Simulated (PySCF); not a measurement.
Löwdin shares of the frontier orbitals

Compound: hydrazinium(1+), N2H5 (charge +1).
Structure used (GFN2-xTB), in Å, numbered top down from 1:
```
atom  x, y, z in Å
N1     0.8164    0.0629   -0.3022
N2    -0.5725    0.0153    0.0259
H3     1.3251    0.7300    0.2708
H4     1.2584   -0.8498   -0.2419
H5    -0.9722    0.9587   -0.1304
H6    -0.8134   -0.2880    0.9940
H7    -1.0386   -0.6241   -0.6434
```

Method used: PySCF 2.14.0, density-fitted response routines, TDDFT wB97X-D/def2-SVPD, vertical, gas phase, core orbitals frozen in the response.

Frontier orbitals with the atoms that hold most of them (Löwdin shares over 4%, at most four atoms; ? is withheld):

```
orbital  ε (eV)                           atoms
 HOMO-3  -24.95   N2 53%, H6 21%, N1 12%, H5 5%
 HOMO-2  -23.50    N2 40%, N1 36%, H4 7%, H3 7%
 HOMO-1  -21.36  N1 45%, N2 16%, H3 15%, H4 15%
   HOMO       ?                               ?
   LUMO   -3.62                               ?
 LUMO+1   -2.37  N1 25%, H4 16%, H3 16%, N2 15%
 LUMO+2   -1.80   H7 30%, H5 30%, N2 23%, H3 6%
```

Task: Which atoms hold the LUMO, and with what shares?

Result: N2 (bonded to N and 3 H) 29%; H6 (bonded to N) 20%; H7 (bonded to N) 16%; H5 (bonded to N) 16%. By element: hydrogen 52% or more, nitrogen 29% or more.

Task: Which atoms hold the HOMO, and with what shares?

Result: N1 (bonded to N and 2 H) 72%; N2 (bonded to N and 3 H) 12%; H4 (bonded to N) 6%; H3 (bonded to N) 6%. By element: nitrogen 84%, hydrogen 11% or more.

Task: What is the HOMO energy, and the HOMO–LUMO gap?

Result: ε(HOMO) = -16.27 eV; the gap is 12.65 eV (0.4649 hartree).

Task: How does S1 compare with the orbital gap of 12.65 eV?

Result: S1 is at 7.67 eV (f = 0.0058), 4.98 eV below the gap, made of HOMO→LUMO (94%). 

Task: Give energy, strength and leading configuration of S1 and S2, and follow the Löwdin shares of the leading atoms from the occupied to the empty orbital.

Result: 
- S1 (7.67 eV, f 0.0058), HOMO→LUMO (94%): N1 72% → at most 17%, N2 12% → 29%, H6 at most 5% → 20%
- S2 (8.39 eV, f 0.026), HOMO→LUMO+1 (90%): N1 72% → 25%, N2 12% → 15%, H4 6% → 16%
